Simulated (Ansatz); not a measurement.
**How far each method lies from full CI for [H···H···F], doublet**

Geometry: a point of a hydrogen-transfer path between rigid fragments, not a stationary point.

```
atom   x (Å)   y (Å)    z (Å)
   H  0.0000  0.0000  -0.9837
   H  0.0000  0.0000  -0.1687
   F  0.0000  0.0000   1.1523
```

Basis 6-31G; Ansatz 0.2.0. Correlated methods freeze the noble-gas cores, which leaves 9 electrons in 12 orbitals. Prefix R: restricted or restricted open-shell reference. Active spaces: valence = (9e, 6o) chosen from the atoms' valence shells.

Full CI is exact within this basis and frozen core; it isn't the basis-set limit.

For open shells CISD is restricted-active-space CI with the open shells as a complete middle space.

```
UHF ⟨S²⟩                          : 0.780
T1 diagnostic (RCCSD)             : 0.0456
largest doubles amplitude (RCCSD) : 0.081
T1 diagnostic (UCCSD)             : 0.0274
```

From what is known of these methods and the diagnostics, rank them by the size of their error in total energy against full CI in 6-31G, smallest first (an estimate: the text doesn't fix the numbers).
A. RCCSD
B. RCCSDT(Q)
C. CISD
D. CASSCF (valence space)
E. RCCSD(T)

B (0.0 kJ/mol), E (0.9 kJ/mol), A (3.6 kJ/mol), C (20.4 kJ/mol), D (272.2 kJ/mol).

All errors are against full CI in 6-31G. Within each family the higher level lies nearer, as is usual though not guaranteed.

The full-CI state has the irrep A1 of C2v, in the program's axes (one component, if the state is degenerate).

Natural occupations of full CI about the gap: 1.991 1.985 1.985 1.957 0.999 0.036 0.015 0.015 0.009 0.005; effectively unpaired electrons, Σ n²(2−n)², 1.02.
